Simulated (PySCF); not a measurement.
## Vibration and rotation of AlN

ROHF-CCSD(T) constants of AlN, ³Π (triplet), unpaired electrons σ ↑, π ↑ (PySCF, no relativity, basis sets Al def2-TZVPPD, N def2-TZVPPD; masses 26.9815 and 14.0031 u):

```
ωe           : 735.0 cm⁻¹
ωexe         : 5.23 cm⁻¹
Be           : 0.55996 cm⁻¹
αe           : 0.00564 cm⁻¹
De to Al + N : 2.30 eV
```

**Question.** What force constant and bond length do these constants imply?

**Answer.** Reduced mass μred = 9.2187 u; k = 5.8918×10⁻⁷·μred·ωe² (u, cm⁻¹, mdyn/Å) = 2.93 mdyn/Å; Re = √(16.8576/(μred·Be)) (u, cm⁻¹, Å) = 1.807 Å.

**Question.** Estimate the centrifugal constant D from the Kratzer relation and find the Dunham coefficient a1.

**Answer.** D = 4Be³/ωe² = 1.3e-06 cm⁻¹; a1 = −1 − αeωe/(6Be²) = -3.20.

Correlated steps freeze 6 core orbitals. The CCSD T1 diagnostic is raised, a sign that a single reference may not be enough here. The state was picked by a PBE0 search and need not be the measured ground state.
